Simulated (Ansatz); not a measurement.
```yaml
crystal:
  periodic: [false, false, false]
  atoms:
    - {symbol: N, position_ang: [-1.678489, -0.160103, -0.002009]}
    - {symbol: O, position_ang: [-0.583579, 0.449732, 0.003616]}
    - {symbol: S, position_ang: [1.024388, -0.154465, -0.000927]}
basis:
  gaussian: {orbitals: def2-TZVP}
magnetization: {spin_polarized: true, initial_magnetization: 3}
hamiltonian: {xc: pbe0}
relax: {f_tol: 0.004, max_steps: 80}
```

```sh
$ ansatz run in.yaml --threads 1 --pin off --events-out ev --progress --plain --max-ram 2176MiB
```

Steps of the relaxation (energy above the last step; positions in Å, forces in eV/Å):

```
3
step 1, 246.2 meV
N    -1.678   -0.160   -0.002   -1.132   -1.479   -0.013
O    -0.584    0.450    0.004    1.405    1.953    0.017
S     1.024   -0.154   -0.001   -0.273   -0.475   -0.004
```

```
3
step 2, 151.6 meV
N    -1.663   -0.183   -0.002   -0.528   -1.038   -0.009
O    -0.581    0.487    0.004    1.017    1.320    0.012
S     1.006   -0.169   -0.001   -0.489   -0.283   -0.003
```

```
3
step 3, 79.3 meV
N    -1.528   -0.301   -0.003    0.350    0.927    0.008
O    -0.576    0.682    0.006    0.335   -1.742   -0.015
S     0.867   -0.247   -0.002   -0.685    0.815    0.007
```

```
3
step 4, 12.6 meV
N    -1.596   -0.252   -0.003    0.308    0.098    0.001
O    -0.571    0.596    0.005    0.271   -0.302   -0.002
S     0.929   -0.209   -0.001   -0.579    0.204    0.002
```

```
3
step 7, 0.0 meV
N    -1.572   -0.261   -0.003    0.000   -0.001    0.000
O    -0.562    0.607    0.005    0.000    0.001    0.000
S     0.896   -0.211   -0.001    0.000    0.000    0.000
```

Close pairs at the end: N1–O2 1.333 Å, O2–S3 1.672 Å.

A stationary point of unrestricted PBE0 after 7 steps, with ⟨S²⟩ = 3.764 against 3.75 for a pure state; no frequencies were run, so it isn't proven a minimum. 42 s on 1 thread of Arm Neoverse V2, shared host.
